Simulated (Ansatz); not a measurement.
# C₂HS radical: functionals against CCSD(T) at one geometry

An exercise on one series of results from a longer session: the logs are not shown, and one member is left open.

Computed with Ansatz 0.2.0, Gaussian basis. Level: single points in def2-TZVPP.

Correlated methods freeze the cores. Orbitals are unrestricted.

## The system as given

SMILES `[C]1=CS1`, 4 atoms, charge 0, spin multiplicity 2.

Atoms are counted from 1 here; the program's logs count them from 0.

Bond lengths: C1–C2 1.324 Å, C1–S3 1.809 Å, C2–S3 1.710 Å, C2–H4 1.043 Å. Angles: C2–C1–S3 64.0°, C1–C2–S3 71.9°, C1–C2–H4 155.4°, S3–C2–H4 132.6°, C1–S3–C2 44.1°.

Coordinates:

```xyz
4

C    -0.2540   -0.5785    0.9501
C    -0.3016    0.1827   -0.1326
S     1.2876   -0.4317    0.0145
H    -0.7483    0.8276   -0.8203
```

The first run:

run/in.yaml reads:

```yaml
crystal:
  periodic: [false, false, false]
  atoms:
    - {symbol: C, position_ang: [-0.254000, -0.578500, 0.950100]}
    - {symbol: C, position_ang: [-0.301600, 0.182700, -0.132600]}
    - {symbol: S, position_ang: [1.287600, -0.431700, 0.014500]}
    - {symbol: H, position_ang: [-0.748300, 0.827600, -0.820300]}
basis:
  gaussian: {orbitals: def2-TZVPP}
magnetization: {spin_polarized: true, initial_magnetization: 1}
correlation: {method: ccsd_t}
scf: {omitted_lower_state_checks: [cluster_reference]}
output: {forces: true}
```

The command line of these runs was not kept.

Among the steps run: CCSD(T)/def2-TZVPP; PBE0-D4/def2-TZVPP; wB97M-V/def2-TZVPP; r2SCAN-D4/def2-TZVPP; PBE-D4/def2-TZVPP; BHLYP-D4/def2-TZVPP; CAM-B3LYP-D4/def2-TZVPP.

One of the session's tables, all rows but one given; the rest of the session is left out.

| method | RMS force component (eV/Å) | angle to CCSD(T) forces (°) | dipole (D) |
| --- | --- | --- | --- |
| CCSD(T) | 0.850 | reference | 2.72 |
| PBE0-D4 | 0.670 | 26.7 | 2.74 |
| wB97M-V | 0.685 | 26.3 | 2.74 |
| r2SCAN-D4 | 0.711 | 15.3 | 2.74 |
| PBE-D4 | 0.869 | 8.0 | 2.71 |
| BHLYP-D4 | 0.648 | 48.3 | 2.74 |
| CAM-B3LYP-D4 | ? | ? | ? |

Estimate the missing values for CAM-B3LYP-D4.

As computed: RMS force component (eV/Å): 0.681; angle to CCSD(T) forces (°): 39.6; dipole (D): 2.78. In the column «RMS force component (eV/Å)» it lies between PBE0-D4 (0.670) and wB97M-V (0.685).
